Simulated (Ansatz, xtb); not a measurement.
# CH4BCl: 3 structures ranked

3 gas-phase structures of CH4BCl, found in a search over its isomers (lower ones may exist). Each was relaxed with GFN2-xTB; where two conformers were screened, the lower at r2SCAN-D4/def2-SVP is listed:

A. `CBCl`, a singlet
B. a singlet given by its coordinates
C. `[BH3-][CH+]Cl`, a singlet

B (Å):

| atom | x (Å) | y (Å) | z (Å) |
| --- | --- | --- | --- |
| C | 2.6464 | 0.9693 | -2.8877 |
| B | 1.6490 | 0.1672 | -1.9809 |
| Cl | 2.3299 | -0.6182 | -3.6570 |
| H | 2.0713 | -0.4254 | -1.0608 |
| H | 0.4990 | 0.3768 | -2.0768 |
| H | 2.3222 | 1.7567 | -3.5588 |
| H | 3.7037 | 1.0473 | -2.6625 |

Close contacts (Å): C1–B2 1.57, C1–Cl3 1.79, B2–Cl3 1.97, C1–H6 1.08, C1–H7 1.08, B2–H4 1.17, B2–H5 1.17.

Task: Which do you expect lowest at r2SCAN-D4/def2-SVP, and how would the others follow?

Result: Calculated order at r2SCAN-D4/def2-SVP: A (0.0), B (45.4), C (79.7) kcal/mol.

Energies above the lowest of each column, in kcal/mol; the last columns are at PBE0-D3(BJ)/def2-SVP geometries and were run for some of them only (a dash: not run or not comparable):

| structure | GFN2-xTB | HF/STO-3G | r2SCAN-D4/def2-SVP | PBE0-D3(BJ)/def2-SVP | CCSD(T)/def2-TZVPP |
| --- | --- | --- | --- | --- | --- |
| A | 0.0 | 0.0 | 0.0 | 0.0 | 0.0 |
| B | 25.2 | 46.7 | 45.4 | 43.1 | 40.4 |
| C | 64.5 | 111.6 | 79.7 | – | – |

Every level run on A puts it lowest or level with the lowest. Some further structures that were screened fall inside this span and aren't listed. Frequencies (PBE0-D3(BJ)/def2-SVP) were run for A, B alone.

Programs: Ansatz 0.2.0, xtb 6.7.1.
